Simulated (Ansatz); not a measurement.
For hcp Re, r²SCAN-D4 (Ansatz, a first-principles code, plane waves, PAW) gives:

```
Quantity               Value
-------------------  -------
lattice parameter a  2.755 Å
c axis length        4.452 Å
```

Question: What does PBE0 (PAW; Ansatz) give for the same quantities?

Answer: 
- lattice constant a: 2.750 Å (drops by 0.2 %)
- lattice parameter c: 4.444 Å (decreases by 0.2 %)

For comparison: lattice constant a 2.761 Å (measured, 293 K, no zero-point or thermal correction; as tabulated in Wikipedia's data pages); lattice parameter c 4.458 Å (measured, 293 K, no zero-point or thermal correction; as tabulated in Wikipedia's data pages).

Changes are worked out from the printed values.

Unless a cell is named, each level is at its own relaxed cell (r²SCAN-D4 14.63, PBE0 14.55 Å³/atom).

Levels without +SOC leave out spin–orbit coupling, which shifts energies and cells of such heavy elements.

Ansatz's density-functional and Hartree–Fock values are scalar-relativistic unless marked +SOC, with PAW data made under PBE.
